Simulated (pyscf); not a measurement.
Structures and frequencies: ωB97X-D3(BJ)/def2-SVP in PySCF. Correlated levels are frozen-core, on RHF or UHF. ΔMP2 is the change of the MP2 total energy from the triple- to the quadruple-zeta basis.

SMILES: B[AsH][SiH3]
```xyz
9

B     -1.4691     1.3441    -0.3102
As    -1.7602    -0.4379    -1.1259
Si    -0.1985    -1.5850     0.1816
H     -0.3426     1.7775    -0.2676
H     -2.3963     2.0267     0.0479
H     -3.0316    -0.8564    -0.4215
H      1.1441    -1.1037    -0.2488
H     -0.3208    -3.0461    -0.0845
H     -0.3597    -1.3505     1.6452
```
Charge 0, spin multiplicity 1.

Question: How much does it cost (ΔH, 298 K, CCSD(T)/def2-TZVPP + ΔMP2(QZVPP)) to split H₂B–AsH–SiH₃ at its As–Si bond into H₂B–AsH• + SiH₃•?

Answer: As–Si to H₂B–AsH• + SiH₃•: 3.02 eV. The radicals are drawn with the spin at the cut bond; how far it spreads was not checked. Other isomers of H₂B–AsH• were not searched in full and may lie lower. The CCSD(T) − MP2 part came from Ansatz, without density fitting, on the same reference. The frozen core leaves the outer d or s,p core shells of the metals and heavy elements correlated in the MP2 and CC values, and def2-TZVPP describes them poorly, which can shift differences by a few kcal/mol. Elements up to Kr have no core potential and no relativistic terms here.
